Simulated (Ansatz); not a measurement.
**Lattice constant a of some tetrahedrally bonded semiconductors and semimetals**

Method: PBE-D4 (plane waves, PAW; Ansatz, a program for electronic structure). References are measured values corrected to a static lattice or taken at low temperature (these still hold zero-point motion). The table is a random draw of 6 from 17 solids with such references.

Values in Å.

```
solid                        reference  PBE-D4  error (%)
----------------  --------------------  ------  ---------
wurtzite AlN                     3.111   3.107      -0.13
wurtzite ZnO                     3.248       ?          ?
3C-SiC                          4.346*   4.352      +0.14
diamond           3.553* (3.543–3.555)   3.557      +0.11
zinc-blende AlAs                5.649*   5.664      +0.27
zinc-blende InSb                6.468*   6.539      +1.10
```

Estimate the withheld PBE-D4 value.

The errors of the other rows run from -0.13 % to +1.10 %, with a median of +0.14 %; carried to the reference 3.248 it gives 3.253 Å. The run gives 3.252 Å (+0.12 %); the row was picked among those where that median comes within half of the row's own error. Over these 6 solids the mean error is +0.27 %, the mean absolute error 0.31 % (median 0.13 %), and the worst case zinc-blende InSb at +1.10 %; the value is above the reference in 5 of 6 cases. Over all 17 the mean error is +0.25 % and the mean absolute error 0.49 % (median 0.38 %).

A star marks references brought to a static lattice; the others are low-temperature values that still hold zero-point motion, which matters most for light elements.

Spin–orbit coupling is left out, also for the solids with elements from indium on (zinc-blende InSb); its size isn't shown.

Brackets give the range of our sources, which can hold other temperatures.

Differences are worked out from the printed values.

Caveats: the gap of the solid is closed in this run (zinc-blende InSb). Ansatz's density-functional and Hartree–Fock values are scalar-relativistic unless marked +SOC, with PAW data made under PBE.

Ansatz's runs of these crystals have no spin polarisation.

Not in this set, of the tetrahedrally bonded semiconductors and semimetals with a reference value in our tables and a result at some level: 22 for a reference at room or unstated temperature (wurtzite AgI, zinc-blende AgI, zinc-blende BAs, zinc-blende BeS, zinc-blende BeSe and 17 more); 2 for a high-temperature or high-pressure phase (wurtzite BN, wurtzite ZnS); 1 for a cell known from the COD alone (wurtzite MgTe). These can be a level's worst cases. At least 6 more with a reference value are held back for tests. Layered and molecular crystals are counted apart. The metals Ce to Yb are counted apart.

References as tabulated in Mejia-Rodriguez and Trickey (2018), arXiv:1807.09216; arXiv:1206.3780.
